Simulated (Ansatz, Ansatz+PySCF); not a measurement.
```yaml
atoms:
  - { symbol: C, position_ang: [-0.0172, -0.3205, -2.5942] }
  - { symbol: C, position_ang: [0.0037, 0.5640, -1.2602] }
  - { symbol: C, position_ang: [0.0306, -0.3498, 0.0143] }
  - { symbol: C, position_ang: [-0.0204, 0.4721, 1.2700] }
  - { symbol: C, position_ang: [-0.0078, -0.3608, 2.5748] }
  - { symbol: H, position_ang: [-0.0381, 0.3420, -3.4535] }
  - { symbol: H, position_ang: [0.9131, -1.0007, -2.5656] }
  - { symbol: H, position_ang: [-0.9043, -0.9972, -2.6366] }
  - { symbol: H, position_ang: [-0.9007, 1.2129, -1.3103] }
  - { symbol: H, position_ang: [0.8639, 1.2122, -1.2350] }
  - { symbol: H, position_ang: [0.9154, -0.9607, 0.0283] }
  - { symbol: H, position_ang: [-0.9079, -0.9408, -0.0032] }
  - { symbol: H, position_ang: [-0.8450, 1.2214, 1.2720] }
  - { symbol: H, position_ang: [0.9180, 1.2024, 1.3015] }
  - { symbol: H, position_ang: [-0.0148, 0.2905, 3.4065] }
  - { symbol: H, position_ang: [-0.8557, -0.9339, 2.6054] }
  - { symbol: H, position_ang: [0.9248, -0.9715, 2.6304] }
```

RHF on singlet C₅H₁₂ was run in several spherical basis sets with Ansatz (development build ahead of 0.2.0).

(1) Rank the basis sets by the total energy that they give, lowest first, with the distance from the lowest.
A. 6-31G
B. def2-SVP
C. def2-TZVP
D. 6-31G(d)
E. cc-pVDZ

## Answers

(1) C (0.00 eV), E (1.53 eV), D (1.98 eV), A (4.12 eV), B (5.65 eV).

Totals follow the description of the cores as much as that of the bonds, so this order isn't one of quality for chemistry.
